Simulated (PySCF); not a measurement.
Geometry (Å), atoms numbered from 1 in this order:
```xyz
10

C    -1.0036   -0.3103    0.5082
C     0.1285    0.3017   -0.3322
C     0.7896   -0.7104   -1.1646
N     1.2713   -1.5273   -1.8251
C     1.1087    1.0012    0.5062
N     1.8465    1.5668    1.1929
H    -0.6055   -1.0641    1.2006
H    -1.5017    0.4774    1.0890
H    -1.7383   -0.7886   -0.1532
H    -0.2955    1.0536   -1.0218
```

[PySCF: geometry: PBE0-D3(BJ)/def2-SVP; NMR shieldings at PBE0/pcSseg-1/GIAO; a single conformation; no solvent model; non-relativistic; equivalent nuclei averaged]

Referencing at the same level of theory: $^{13}$C, $^{1}$H vs TMS; $^{15}$N vs NH3.

| atoms | nucleus | count | Hirshfeld charge | δ (ppm) |
| --- | --- | --- | --- | --- |
| C1 | $^{13}$C | 1 | -0.09 | ? |
| H10 | $^{1}$H | 1 | 0.09 | 3.18 |
| C3/C5 | $^{13}$C | 2 | 0.09 | 119.0 |
| C2 | $^{13}$C | 1 | 0.03 | 17.2 |
| H7/H8/H9 | $^{1}$H | 3 | 0.06 | ? |
| N4/N6 | $^{15}$N | 2 | -0.20 | 312.2 |

Estimate the values marked ?.

## Answers


- C1: 19.5 ppm, methyl carbon; aliphatic region, no heteroatom directly attached
- H7/H8/H9: 1.59 ppm, hydrogen on a methyl carbon

Shifts are as computed. Against solution values, carbons near 30 ppm lie about +2 ppm off and those near 130 ppm about +5 ppm. Of 1211 compounds with measured shifts, 218 miss one by over three times the rms of a fit or turn the order of signals round; such compounds aren't used in these exercises. Experimental scales use liquid or dissolved standards, which lie at an offset from isolated NH3 (liquid NH3: subtract about 20 ppm). Unscaled 15N shifts of sp2 nitrogen come out 20 to 40 ppm too high even then.
